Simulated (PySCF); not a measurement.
C2H6OS, SMILES CS(C)=O. Geometry: B3LYP-D3(BJ)/def2-SVP.

Calculation: PySCF with B3LYP-D3(BJ)/def2-SVP.

Harmonic wavenumbers (cm⁻¹): 175, 224, 280, 306, 364, 624, 648, 876, 910, 947, 1009, 1104, 1283, 1308, 1415, 1428, 1432, 1450, 3036, 3038, 3156, 3159, 3164, 3165. Rotational constants (GHz): 6.821, 6.681, 4.102; symmetry number 1.

### Question
Work out the zero-point energy and the ideal-gas rigid-rotor harmonic-oscillator thermochemistry at 298.15 K and 1 atm.

### Answer
ZPE = ½ Σ hcν = ½ × 34501 cm⁻¹ = 49.32 kcal/mol. H − E(el) = 53.50 kcal/mol. Entropy in cal/(mol K): translation 38.98, rotation 24.96, vibration 9.79, total 73.73. G − E(el) = 31.52 kcal/mol. Cp = 21.24 cal/(mol K).
